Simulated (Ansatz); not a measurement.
**doublet HCl+: levels of theory compared**

We compute a comparison of 6 runs (UHF/3-21G, U-revPBE/3-21G, U-wB97M-V/3-21G, U-wB97X/3-21G, UPBE/3-21G, UCCSDT/3-21G) of doublet HCl+. 

The calculation is run with Ansatz 0.2.0.

56 further runs of the same task are left out: 2 that didn't finish, 54 set aside as unsound or not needed.

## (1) The molecule

HCl+: 2 atoms, total charge +1, spin state doublet. As SMILES of the parent species, `Cl`. The shape is that of a PBE0-D4/def2-TZVP optimisation. That shape belongs to the parent species and isn't relaxed for this state.

Bond lengths: Cl1–H2 1.279 Å.

## (2) The energy at UHF/3-21G (run 1)

Input file input.yaml:

```yaml
crystal:
  periodic: [false, false, false]
  atoms:
    - {symbol: Cl, position_ang: [0.546000, -0.178500, 0.280800]}
    - {symbol: H, position_ang: [-0.546000, 0.178500, -0.280800]}
basis:
  gaussian:
    orbitals: 3-21G.json
total_charge: 1
magnetization:
  spin_polarized: true
  initial_magnetization: 1
hamiltonian:
  xc: hf
accuracy: high
```

The basis set 3-21G is read from a file made from the Basis Set Exchange's data (not shown).

Run with:

```sh
$ ansatz run input.yaml --threads 1 --pin off --max-ram 2610MiB --events-out events.jsonl --progress --plain --runs-dir runs
```

The program printed:

```text
Warning: RAYON_NUM_THREADS=1 ignored (pool sized by the plan → 1); use --threads N
Functional definition: HF
  name "HF"
  exchange = exact_x
  correlation = 0
258 factors; integrals over basis functions are off by at most 4.2e-9 eV
mean field evaluation 1: about -12446.9955 eV, gradient 7.9e0 eV
mean field evaluation 2: about -12446.9977 eV, gradient 7.8e0 eV
mean field evaluation 4: about -12447.3843 eV, gradient 3.3e-1 eV
mean field evaluation 8: about -12447.3854 eV, gradient 7.3e-7 eV
mean field evaluation 16: about -12447.3854 eV, gradient 1.2e-8 eV
mean field -12447.38541393 eV, -457.4329768212 hartree, gradient 1.2e-8 eV, S^2 0.752506; 0 other end points of the search recorded, 0 dependent functions left out
reference -12447.38541393 eV, -457.4329768212 hartree; 9, 8 occupied and 6, 7 virtual orbitals, 258 factors
Total energy: -12447.38541393 eV, -457.4329768212 hartree
```

It took 0.08 s on 1 thread of Arm Neoverse V2, shared host.

## (3) The energy at U-revPBE/3-21G (run 2)

Input file molecule.yaml:

```yaml
crystal:
  periodic: [false, false, false]
  atoms:
    - symbol: Cl
      position_ang: [0.546000, -0.178500, 0.280800]
    - symbol: H
      position_ang: [-0.546000, 0.178500, -0.280800]
basis:
  gaussian:
    orbitals: 3-21G.json
accuracy: high
hamiltonian:
  xc: {name: revPBE}
magnetization:
  spin_polarized: true
  initial_magnetization: 1
total_charge: 1
```

The basis set 3-21G is read from a file made from the Basis Set Exchange's data (not shown).

Run with:

```sh
$ ansatz run molecule.yaml --threads 1 --pin off --max-ram 2610MiB --events-out events.jsonl --progress --plain --runs-dir runs
```

The program printed:

```text
Warning: RAYON_NUM_THREADS=1 ignored (pool sized by the plan → 1); use --threads N
Functional definition: revPBE
  name "revPBE"
  parameter kappa = 1.245
  parameter beta = 0.06672455060314922
  exchange = pbe_x(kappa = kappa, mu = beta*pi^2/3)
  correlation = pbe_c(beta = beta)
258 factors; integrals over basis functions are off by at most 4.2e-9 eV
mean field evaluation 1: about -12461.9709 eV, gradient 1.5e1 eV
mean field evaluation 2: about -12462.0620 eV, gradient 1.5e1 eV
mean field evaluation 4: about -12463.2055 eV, gradient 9.8e-2 eV
mean field evaluation 8: about -12463.1961 eV, gradient 2.0e-4 eV
mean field evaluation 16: about -12463.1805 eV, gradient 1.3e0 eV
mean field -12463.19614800 eV, -458.0140105813 hartree, gradient 1.7e-8 eV, S^2 0.750721; 1 other end points of the search recorded, 0 dependent functions left out
reference -12463.19614966 eV, -458.0140106423 hartree; 9, 8 occupied and 6, 7 virtual orbitals, 258 factors
Total energy: -12463.19614966 eV, -458.0140106423 hartree
```

Wall time 0.76 s (1 thread of Arm Neoverse V2, shared host).

## (4) The energy at U-wB97M-V/3-21G (run 3)

Input file job.yaml:

```yaml
crystal:
  periodic: [false, false, false]
  atoms:
    - symbol: Cl
      position_ang: [0.546000, -0.178500, 0.280800]
    - symbol: H
      position_ang: [-0.546000, 0.178500, -0.280800]
basis:
  gaussian:
    orbitals: 3-21G.json
magnetization:
  spin_polarized: true
  initial_magnetization: 1
accuracy: high
total_charge: 1
hamiltonian:
  xc: {name: wB97M-V}
```

The basis set 3-21G is read from a file made from the Basis Set Exchange's data (not shown).

Run with:

```sh
$ ansatz run job.yaml --threads 1 --pin off --max-ram 2610MiB --events-out events.jsonl --progress --plain --runs-dir runs
```

The program printed, cut to the lines that bear on the results:

```text
Warning: RAYON_NUM_THREADS=1 ignored (pool sized by the plan → 1); use --threads N
Functional definition: wB97M-V
  name "wB97M-V"
[...]
  gx(w, u) = 1 - cx + cx01*u + cx10*w
  gss(w, u) = css00 + css04*u^4 + css10*w + css20*w^2 + css43*w^4*u^3
  gos(w, u) = cos00 + cos10*w + (cos20 + cos21*u)*w^2 + (cos60 + cos61*u)*w^6
[...]
      + integral(e_c_pw_mod_opposite_spin*gos(b97_w_opposite, b97_u_opposite)) + vv10(b, c)
258 factors; integrals over basis functions are off by at most 4.2e-9 eV
102 factors; integrals over basis functions are off by at most 8.8e-10 eV
[...]
mean field -12464.84606215 eV, -458.0746438079 hartree, gradient 3.1e-8 eV, S^2 0.750723; 0 other end points of the search recorded, 0 dependent functions left out
reference -12464.84606391 eV, -458.0746438724 hartree; 9, 8 occupied and 6, 7 virtual orbitals, 258 factors
Total energy: -12464.84606391 eV, -458.0746438724 hartree
```

It took 5.4 s on 1 thread of Arm Neoverse V2, shared host; peak memory 0.24 GiB.

Runs 4 to 5 aren't shown in full; the table further down has their settings and results.

## (5) The energy at UCCSDT/3-21G (run 6)

Input file molecule.yaml:

```yaml
crystal:
  periodic: [false, false, false]
  atoms:
    - {symbol: Cl, position_ang: [0.546000, -0.178500, 0.280800]}
    - {symbol: H, position_ang: [-0.546000, 0.178500, -0.280800]}
basis:
  gaussian:
    orbitals: 3-21G.json
total_charge: 1
magnetization:
  spin_polarized: true
  initial_magnetization: 1
correlation:
  method: ccsdt
  frozen_orbitals: {Cl: 5, H: 0}
accuracy: high
scf:
  omitted_lower_state_checks: [cluster_reference, increment]
```

The basis set 3-21G is read from a file made from the Basis Set Exchange's data (not shown).

Run with:

```sh
$ ansatz run molecule.yaml --threads 1 --pin off --max-ram 2610MiB --events-out events.jsonl --progress --plain --runs-dir runs
```

The program printed:

```text
Warning: RAYON_NUM_THREADS=1 ignored (pool sized by the plan → 1); use --threads N
[... 12 lines left out ...]
5 core orbitals not correlated: weight in the atoms' cores, before any rotation towards them, 1.000 or more for the frozen orbitals, at most 0.000 for the correlated occupied ones
[... 21 lines left out ...]
Total energy: -12448.68083966 eV, -457.4805828385 hartree
Checks for a lower state left out: cluster_reference, increment
```

Wall time 0.66 s (1 thread of Arm Neoverse V2, shared host).

## (6) The series

```csv
run,level,frozen core orbitals,energy (Eh),⟨S²⟩,wall time
1,UHF/3-21G,–,-457.432977,0.753,0.08 s
2,U-revPBE/3-21G,–,-458.014011,0.751,0.76 s
3,U-wB97M-V/3-21G,–,-458.074644,0.751,5.4 s
4,U-wB97X/3-21G,–,-458.092902,0.751,2.8 s
5,UPBE/3-21G,–,-457.903634,0.751,0.74 s
6,UCCSDT/3-21G,5,-457.480583,0.753,0.66 s
```

## (7) Summary of results

```
                                          quantity          value
                               run 6: total energy  -457.48058 Eh
run 6: correlation energy (5 core orbitals frozen)      -47.6 mEh
          run 6: ⟨S²⟩ of the reference determinant          0.753
                              run 6: T1 diagnostic          0.006
```

What this shows: Totals of different functionals can't be ranked against each other. All runs together took 10 s, the longest 5.4 s.
